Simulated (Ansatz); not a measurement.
AlS, quartet along the distance Al1-S2

Starting geometry (PBE0/def2-TZVP stationary point for this spin):

```json
{"atom": "Al", "x (Å)": "0.0000", "y (Å)": "0.0000", "z (Å)": "0.0000"}
{"atom": "S", "x (Å)": "0.0000", "y (Å)": "0.0000", "z (Å)": "2.2408"}
```

From there S2 moves along the line of the two atoms named below, all else staying in place; atoms are numbered as listed. Energies are in kcal/mol, counted from the starting geometry at the same level.

Basis 6-31G; Ansatz 0.2.0. Correlated methods freeze the noble-gas cores. Prefix R: restricted or restricted open-shell reference.

The determinant at some points fills πx and πy unequally, so it is a mixture of Σ and Δ, which weighs on every level built on one determinant. The highest cluster run ends over 0.1 eV above full CI (CCSDT or CCSDTQ; CCSD(T) where those didn't converge) at 2.771, so misses of HF, MP2 and cluster levels there may hold a gap between states. The reference follows the lowest state, whose symmetry changes along the scan.

Full CI is exact within this basis and frozen core; it isn't the basis-set limit.

```json
{"distance Al1-S2 (Å)": "1.788", "RHF": "74.0"}
{"distance Al1-S2 (Å)": "2.012", "RHF": "17.5"}
{"distance Al1-S2 (Å)": "2.241", "RHF": "0.0"}
{"distance Al1-S2 (Å)": "2.432", "RHF": "-0.3"}
{"distance Al1-S2 (Å)": "2.771", "RHF": "6.2"}
{"distance Al1-S2 (Å)": "3.112", "RHF": "3.4"}
{"distance Al1-S2 (Å)": "3.552", "RHF": "0.2"}
{"distance Al1-S2 (Å)": "4.130", "RHF": "-0.6"}
{"distance Al1-S2 (Å)": "5.003", "RHF": "-0.4"}
{"distance Al1-S2 (Å)": "5.994", "RHF": "-0.2"}
{"distance Al1-S2 (Å)": "7.773", "RHF": "-0.1"}
```

**Question.** Estimate the full CI curve in 6-31G from this one, knowing how RHF errs.

**Answer.** The computed full CI values, in kcal/mol from the starting point, and the error of RHF against them:
```csv
distance Al1-S2 (Å),full CI,RHF less full CI
1.788,76.4,-2.4
2.012,19.0,-1.5
2.241,0.0,0.0
2.432,-2.2,1.9
2.771,3.1,3.1
3.112,7.1,-3.7
3.552,7.8,-7.6
4.130,7.4,-8.0
5.003,7.9,-8.3
5.994,8.4,-8.6
7.773,8.6,-8.7
```

Full CI's occupations show more than one leading determinant at 1.788, 2.012, 2.241, 2.432, 2.771, 3.112.

The error spans 11.8 kcal/mol and is largest, -8.7 kcal/mol, at 7.773 Å.

These errors take the starting point as zero, where RHF itself lies 41.9 kcal/mol above full CI in total energy. In total energy its miss is smallest, 33.2 kcal/mol, at 7.773 and largest, 44.9 kcal/mol, at 2.771 Å.
